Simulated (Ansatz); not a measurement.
# CHOSi: the cost of one run

The runs use Ansatz 0.2.0, Gaussian basis; def2-TZVPP, core rule «outside noble gas», up to 7 orbitals frozen.

To be run: UHF; ROHF; CCSD(T) on UHF.

## 1. The geometry

The geometry is a PBE0/def2-TZVP stationary point (not a proven minimum) of the parent state, kept for this charge and spin.

4 atoms, charge 0, spin multiplicity 6.

Atoms are counted from 1 here; the program's logs count them from 0.

Bond lengths: C1–Si2 1.820 Å, C1–H4 1.084 Å, Si2–O3 1.530 Å. Angles: Si2–C1–H4 150.6°, C1–Si2–O3 122.3°.

## 2. UHF

The input, in.yaml:

```yaml
crystal:
  periodic: [false, false, false]
  atoms:
    - {symbol: C, position_ang: [0.000000, -0.231556, 1.642911]}
    - {symbol: Si, position_ang: [0.000000, 0.419511, -0.056146]}
    - {symbol: O, position_ang: [0.000000, -0.495400, -1.281834]}
    - {symbol: H, position_ang: [0.000000, -1.066454, 2.334393]}
basis:
  gaussian: {orbitals: def2-TZVPP}
magnetization: {spin_polarized: true, initial_magnetization: 5}
hamiltonian: {xc: hf}
output: {orbitals: {seedname: orbitals}}
```

On the command line:

```
> ansatz run in.yaml --threads 1 --pin off --events-out ev --progress --plain --max-ram 4096MiB --backend cpu
```

What time and memory should one allow on 1 thread of AMD EPYC 7R13, shared host?

About 5.5 s, with a peak of 0.28 GiB.
